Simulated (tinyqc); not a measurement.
Inside a calculation. Method: extended Hueckel theory, for PH3. Computed by tinyqc, a small Python program that keeps every step (integrals from PySCF). Settings: charge = 0, K = 2.0, multiplicity = 1. Command: `OMP_NUM_THREADS=1 python tinyqc.py 29136 29137 out.jsonl` (the two numbers bound the seeds that draw the settings). One thread of a shared host (Intel(R) Xeon(R) Processor @ 2.60GHz), about 0.01 s of CPU time with the checks.

## Overlaps

Geometry (angstrom):

| atom | x | y | z |
|---|---|---|---|
| P | 0.0000 | 0.0000 | 0.6950 |
| H | 1.1980 | 0.0000 | 0.0000 |
| H | -0.5990 | 1.0370 | 0.0000 |
| H | -0.5990 | -1.0370 | 0.0000 |

Parameters chosen for this run:

| element | shell | Slater exponent | H_ii (eV) |
|---|---|---|---|
| P | 3s | 1.7500 | -18.6000 |
| P | 3p | 1.3000 | -14.0000 |
| H | 1s | 1.3000 | -13.6000 |

Slater orbitals, each expanded in six Gaussians scaled to its exponent.

overlap S, lower triangle:
```
         1P 3s   1P 3px   1P 3py   1P 3pz   2H 1s   3H 1s   4H 1s
1P 3s   1.0000
1P 3px  0.0000   1.0000
1P 3py  0.0000   0.0000   1.0000
1P 3pz  0.0000   0.0000   0.0000   1.0000
2H 1s   0.4086   0.4779   0.0000  -0.2773  1.0000
3H 1s   0.4088  -0.2391   0.4139  -0.2774  0.0902  1.0000
4H 1s   0.4088  -0.2391  -0.4139  -0.2774  0.0902  0.0903  1.0000
```

## Wolfsberg-Helmholz matrix

diagonal H_ii (eV): 1P 3s -18.6000, 1P 3px -14.0000, 1P 3py -14.0000, 1P 3pz -14.0000, 2H 1s -13.6000, 3H 1s -13.6000, 4H 1s -13.6000

K = 2.0000

H_ij = K' S_ij (H_ii + H_jj)/2 for i != j (the diagonal keeps H_ii), with K' = 2.

H (eV), lower triangle:
```
           1P 3s    1P 3px    1P 3py    1P 3pz     2H 1s     3H 1s     4H 1s
1P 3s   -18.6000
1P 3px    0.0000  -14.0000
1P 3py    0.0000    0.0000  -14.0000
1P 3pz    0.0000    0.0000    0.0000  -14.0000
2H 1s   -13.1572  -13.1904    0.0000    7.6522  -13.6000
3H 1s   -13.1625    6.5979  -11.4224    7.6553   -2.4542  -13.6000
4H 1s   -13.1625    6.5979   11.4224    7.6553   -2.4542   -2.4574  -13.6000
```

## Orbitals

valence electrons = 8

Solve H C = S C e through S^(-1/2); fill by pairs from the bottom, a degenerate level sharing its electrons equally; each orbital has its largest coefficient positive (the first on a tie).

orbital energies (eV): -23.2823  -18.6736  -18.6725  -14.9297  9.9107  9.9146  36.7019

occupations: 2.0000  2.0000  2.0000  2.0000  0.0000  0.0000  0.0000

coefficients:
```
            MO1      MO2      MO3      MO4      MO5      MO6      MO7
1P 3s    0.5929   0.0001   0.0000   0.4424   0.0000   0.0007   1.2529
1P 3px   0.0000   0.6003   0.0000   0.0000   0.0000   1.1153  -0.0011
1P 3py   0.0000   0.0000   0.6004   0.0000   1.1152   0.0000   0.0000
1P 3pz  -0.0982   0.0000   0.0000   0.8693   0.0000  -0.0005  -0.8654
2H 1s    0.2538   0.4384   0.0000  -0.0767   0.0000  -0.9921  -0.8192
3H 1s    0.2539  -0.2191   0.3796  -0.0767  -0.8588   0.4953  -0.8206
4H 1s    0.2539  -0.2191  -0.3796  -0.0767   0.8588   0.4953  -0.8206
```

sum of one-electron energies = -151.1164 eV

## Mulliken analysis

P = C n C^T; charge = valence electrons (P 5, H 1) minus the sum of (P S)_ii on the atom; overlap population = 2 sum P_ij S_ij between two atoms.

charges: 1P -0.2599, 2H 0.0866, 3H 0.0866, 4H 0.0866

Overlap populations:

| pair | value |
|---|---|
| 2-1 | 0.795284 |
| 3-1 | 0.795379 |
| 3-2 | -0.009295 |
| 4-1 | 0.795379 |
| 4-2 | -0.009295 |
| 4-3 | -0.009310 |
